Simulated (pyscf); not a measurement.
Thermochemistry of product channels of :HSi–PH₂ [singlet] + H• on the doublet surface, in kJ/mol, from ωB97M-D3(BJ)/def2-TZVP energies (ideal gas, 1 atm, RRHO with modes under 100 cm⁻¹ raised to 100, one conformer, R ln 2 for rigid chiral ones). PySCF, gas phase, ωB97X-D3(BJ)/def2-SVP geometries.

| products | ΔE | ΔH(298 K) | ΔG(298 K) | ΔG(600 K) |
|---|---|---|---|---|
| [HSi=PH]• + H₂ | -123.1 | -118.4 | -120.1 | -121.5 |
| PH [triplet] + SiH₃• | -10.1 | -4.6 | -12.0 | -18.0 |
| H₃Si–PH• | -304.4 | -288.3 | -256.3 | -222.4 |
| PH₂• + SiH₂ [singlet] | -53.0 | -50.1 | -59.6 | -67.6 |
| •H₂Si–PH₂ | -274.1 | -257.0 | -225.2 | -191.6 |
| H₂Si=P• + H₂ | -144.9 | -139.8 | -139.3 | -138.4 |

These are energies of the channels, which say nothing of barriers. :HSi–PH₂ [singlet] lies 47.9 kJ/mol over its isomer H₂Si=PH, and others may lie lower still (electronic energy, ωB97M-D3(BJ)).
